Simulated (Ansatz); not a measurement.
# Borazine (B3N3H6): small, medium and large basis sets

Aim: see how fast density functionals and correlated methods converge with the basis set for borazine (B3N3H6).

Computed with Ansatz 0.2.0, Gaussian basis. Level: one geometry, several basis sets.

Plan: PBE0-D4/def2-SVP; ωB97M-V/def2-SVP; PBE0-D4/def2-QZVPP; ωB97M-V/def2-QZVPP; CCSD(T)/cc-pV(D+d)Z; CCSD(T)/cc-pV(T+d)Z; MP2/cc-pV(Q+d)Z; the functionals' def2-TZVPP values are taken from earlier runs.

## 1. Structure used throughout

The geometry comes from an earlier relaxation with PBE0-D4/def2-TZVP; it is a stationary point, not always the lowest conformer.

SMILES `B1NBNBN1`, 12 atoms, charge 0, spin multiplicity 1.

Atoms are counted from 1 here; the program's logs count them from 0.

Bond lengths: B1–N2 1.425 Å, B1–N6 1.425 Å, B1–H7 1.197 Å, N2–B3 1.425 Å, N2–H8 1.006 Å, B3–N4 1.425 Å, B3–H9 1.197 Å, N4–B5 1.425 Å, N4–H10 1.006 Å, B5–N6 1.425 Å, B5–H11 1.197 Å, N6–H12 1.006 Å. Angles: N2–B1–N6 117.1°, N2–B1–H7 121.4°, N6–B1–H7 121.4°, B1–N2–B3 122.9°, B1–N2–H8 118.6°, B3–N2–H8 118.6°, N2–B3–N4 117.1°, N2–B3–H9 121.4°, N4–B3–H9 121.4°, B3–N4–B5 122.9°, B3–N4–H10 118.6°, B5–N4–H10 118.6°, N4–B5–N6 117.1°, N4–B5–H11 121.4°, N6–B5–H11 121.4°, B1–N6–B5 122.9°, B1–N6–H12 118.6°, B5–N6–H12 118.6°.

Geometry (Å):

```xyz
12
B3H6N3
B    -0.7256   -1.2232    0.2536
N     0.5242   -0.9566    0.8833
B     1.2651    0.2386    0.6555
N     0.7050    1.1885   -0.2464
B    -0.5395    0.9846   -0.9092
N    -1.2292   -0.2318   -0.6368
H    -1.3269   -2.2370    0.4638
H     0.8998   -1.6422    1.5164
H     2.3136    0.4363    1.1987
H     1.2102    2.0402   -0.4231
H    -0.9866    1.8006   -1.6626
H    -2.1101   -0.3980   -1.0933
```

## 2. PBE0-D4 in def2-SVP

Contents of in.yaml:

```yaml
crystal:
  periodic: [false, false, false]
  atoms:
    - {symbol: B, position_ang: [-0.725589, -1.223232, 0.253643]}
    - {symbol: N, position_ang: [0.524172, -0.956613, 0.883313]}
    - {symbol: B, position_ang: [1.265111, 0.238618, 0.655503]}
    - {symbol: N, position_ang: [0.704958, 1.188451, -0.246434]}
    - {symbol: B, position_ang: [-0.539519, 0.984618, -0.909151]}
    - {symbol: N, position_ang: [-1.229157, -0.231814, -0.636832]}
    - {symbol: H, position_ang: [-1.326893, -2.236959, 0.463839]}
    - {symbol: H, position_ang: [0.899845, -1.642237, 1.516363]}
    - {symbol: H, position_ang: [2.313564, 0.436334, 1.198685]}
    - {symbol: H, position_ang: [1.210211, 2.040203, -0.423075]}
    - {symbol: H, position_ang: [-0.986623, 1.800589, -1.662597]}
    - {symbol: H, position_ang: [-2.110080, -0.397958, -1.093267]}
basis:
  gaussian: {orbitals: def2-SVP}
hamiltonian: {xc: pbe0, dispersion: d4}
output: {orbitals: {seedname: orbitals}}
```

Launch:

```bash
ansatz run in.yaml --threads 2 --pin off --events-out ev --progress --plain --max-ram 32768MiB --backend cpu
```

After this run come: ωB97M-V in def2-SVP; PBE0-D4 in def2-QZVPP; ωB97M-V in def2-QZVPP; CCSD(T) in cc-pV(D+d)Z; CCSD(T) in cc-pV(T+d)Z; MP2 in cc-pV(Q+d)Z.

Before running them: what should the planned runs give, taken together? Wanted: MP2 correlation recovered, cc-pV(D+d)Z; MP2 correlation recovered, cc-pV(T+d)Z; MP2 correlation recovered, cc-pV(Q+d)Z; difference of two CCSD(T) limits: def2 sets; PBE0-D4: double and triple zeta above quadruple; ωB97M-V: double and triple zeta above quadruple.

**Answer**, as computed:

| quantity | value |
| --- | --- |
| MP2 correlation recovered, cc-pV(D+d)Z | 72.6 % |
| MP2 correlation recovered, cc-pV(T+d)Z | 89.6 % |
| MP2 correlation recovered, cc-pV(Q+d)Z | 95.7 % |
| difference of two CCSD(T) limits: def2 sets (earlier runs) less this series | 4 meV |
| PBE0-D4: double and triple zeta above quadruple | 7.56, 0.39 eV |
| ωB97M-V: double and triple zeta above quadruple | 7.80, 0.36 eV |

**Reading.** For PBE0-D4 the step from double to triple zeta gains 7.17 eV and the next only 0.39 eV. In cc-pV(D+d)Z MP2 holds 73 % of its limit, in cc-pV(Q+d)Z 96 %, while Hartree-Fock is within 0.139 eV in the largest set. A limit from the def2 sets, made apart, differs by 4 meV, a least measure of the doubt on such a limit. Total energies overstate the basis error of differences, where much of it tends to cancel. The LUMO of ωB97M-V is positive and keeps falling with the basis (2.64 to 1.55 eV): an unbound level that the basis holds in place.
